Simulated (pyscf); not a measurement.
Single points on ωB97X-D3(BJ)/def2-SVP structures (PySCF, gas phase).

**Question.** PBE/def2-TZVP puts the barrier of `[Si]1[SiH2][SiH2][SiH2][SiH2]1` [singlet] + `[H][H]` -> `[SiH2]1[SiH2][SiH2][SiH2][SiH2]1` (multi-bond step; singlet surface; H–Si, H–H broken, H–Si, H–Si, H–Si formed) at 0.57 eV and the reaction energy at -2.26 eV, from the separated reactants. What do r²SCAN/def2-TZVP, PBE0-D3(BJ)/def2-TZVP, ωB97M-D3(BJ)/def2-TZVP give on the same structures?

**Answer.** r²SCAN: ΔE‡ = 0.60 eV, ΔE = -2.46 eV; PBE0-D3(BJ): ΔE‡ = 0.61 eV, ΔE = -2.46 eV; ωB97M-D3(BJ): ΔE‡ = 0.90 eV, ΔE = -2.34 eV. PBE's barrier lies under all of them, by 0.04 to 0.34 eV. Its reaction energy lies over all of them, by 0.08 to 0.20 eV. At the saddle there is also a short H–Si contact that neither side keeps. cyclic H₈Si₅ (SMILES [Si]1[SiH2][SiH2][SiH2][SiH2]1) [singlet] lies 0.35 eV over its isomer cyclic H₈Si₅ (SMILES [SiH]1=[SiH][SiH2][SiH2][SiH2]1), and others may lie lower still (electronic energy, ωB97M-D3(BJ)). This is the saddle that the search found; another between the same sides may lie lower.
